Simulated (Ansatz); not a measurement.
Cohesive energy (eV/atom) of solids drawn from the class of halides, at two levels: PBE in Ansatz (PAW), and r²SCAN in Ansatz (plane waves, PAW).

| solid | PBE | r²SCAN |
|---|---|---|
| cubic perovskite KMgF₃ | 4.44 | ? |
| fluorite SrCl₂ | 4.03 | 4.32 |
| cubic perovskite KZnF₃ | 3.63 | 3.83 |
| rutile MnF₂ | 4.41 | 4.56 |
| rock-salt AgCl | 2.43 | 2.73 |
| fluorite CdF₂ | 3.20 | 3.44 |

Estimate the withheld r²SCAN value from the other rows.

One way: carry over the typical difference. The differences r²SCAN − PBE of the other rows, in order: 0.15, 0.20, 0.24, 0.29, 0.30; median 0.24. Cubic perovskite KMgF₃: 4.44 + (0.24) = 4.68 eV/atom; the run gives 4.62 eV/atom. The differences spread from 0.15 to 0.30, so such an estimate is rough.

Over all 6 rows r²SCAN is the larger in 6.

Ansatz's runs of these crystals have no spin polarisation, but for rutile MnF2.

Density-functional runs with spin start from opposed moments for rutile MnF2.

Free atoms are spin-polarised, in the lowest state found; at levels without +SOC their spin–orbit coupling is left out. Each level is taken at its own relaxed cell. Ansatz's density-functional and Hartree–Fock values are scalar-relativistic unless marked +SOC, with PAW data made under PBE.

Ansatz is a program for electronic structure.
